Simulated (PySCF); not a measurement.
SiCl₃NH₂, optimised at GFN2-xTB:

```xyz
7

N     -0.0149     0.7929    -1.4753
Si     0.0093     0.0656     0.0753
Cl     0.1235    -1.9186    -0.2244
Cl     1.5701     0.6397     1.2370
Cl    -1.7020     0.5988     0.9848
H      0.6165     0.4978    -2.2011
H     -0.2932     1.7520    -1.5986
```

Computed with PySCF (xtb for GFN2) and rigid-rotor harmonic-oscillator thermochemistry at 1 bar. 6-31G* has spherical d functions here. All species are closed-shell singlets. B3LYP is the form with VWN-RPA correlation. SiCl₃NH₂: computed as isolated molecules; such fragments, hydroxides, amides, oligomers or adducts are transient or little studied in the gas.

Question: List the harmonic frequencies (cm⁻¹, unscaled) at this level and at the other levels, each on its own geometry.

Answer: 
- GFN2-xTB: 110, 121, 168, 190, 205, 211, 397, 409, 510, 524, 807, 921, 1488, 3483, 3520
- B3LYP/6-31G*: 117, 150, 208, 234, 258, 288, 362, 445, 585, 585, 872, 914, 1610, 3564, 3662
- HF/6-31G*: 112, 165, 222, 254, 279, 304, 357, 484, 626, 628, 930, 968, 1752, 3794, 3896
- PBE/def2-SVP: 104, 141, 197, 222, 246, 279, 352, 442, 585, 586, 818, 890, 1474, 3493, 3595
- PBE0/def2-TZVP: 107, 149, 210, 234, 259, 287, 332, 461, 594, 595, 845, 926, 1569, 3610, 3710
